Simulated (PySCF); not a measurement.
Gas-phase reaction: 4 trisilylamine ⇌ N2 + 2 NH3 + 6 Si2H5. Level: PBE0/def2-TZVP; standard pressure 1 bar.

Computed with PySCF and rigid-rotor harmonic-oscillator thermochemistry at 1 bar. Open shells (unrestricted): Si2H5 (multiplicity 2); the rest are closed-shell singlets. Si2H5: computed as isolated molecules; such fragments, hydroxides, amides, oligomers or adducts are transient or little studied in the gas. The harmonic model lacks anharmonicity and excited electronic states, which grow with temperature; levels with a mode under 35 cm⁻¹ are left out. Internal rotation in trisilylamine, Si2H5 is treated as a harmonic vibration of one conformer, which makes the entropy rough.

| T (K) | 1000/T (1/K) | log10 K |
|---|---|---|
| 500 | 2.0000 | -105.29 |
| 600 | 1.6667 | -80.18 |
| 800 | 1.2500 | ? |
| 1000 | 1.0000 | -30.36 |
| 1200 | 0.8333 | -18.11 |
| 1400 | 0.7143 | -9.47 |

Fit log10 K = a + b·(1000/T) to the five rows, get the mean ΔH° and ΔS°, and predict log10 K at 800 K.

Means: 1000/T = 1.2429, log10 K = -48.682. Sums of products about the means: Sxy = -93.90694, Sxx = 1.258997, so b = Sxy/Sxx = -74.59 and a = -48.682 − (-74.59)×1.2429 = 44.02.
ΔH° = −R ln 10 × 1000 K × b = −19.145 × (-74.59) = 1428 kJ; ΔS° = R ln 10 × a = 843 J/K. The run's own values go from 1443 kJ and 871 J/K at 500 K to 1381 kJ and 805 J/K at 1400 K.
Prediction at 800 K: 44.02 + (-74.59)×1.2500 = -49.22. The computed value is -48.93, 0.29 from the line.
For scale, ΔH°(298 K) is 1441 kJ at this level, 1655 kJ at ωB97M-V/def2-TZVP†, and runs from 1295 to 1659 kJ over the 17 levels computed († marks an energy on the PBE0/def2-TZVP geometry).
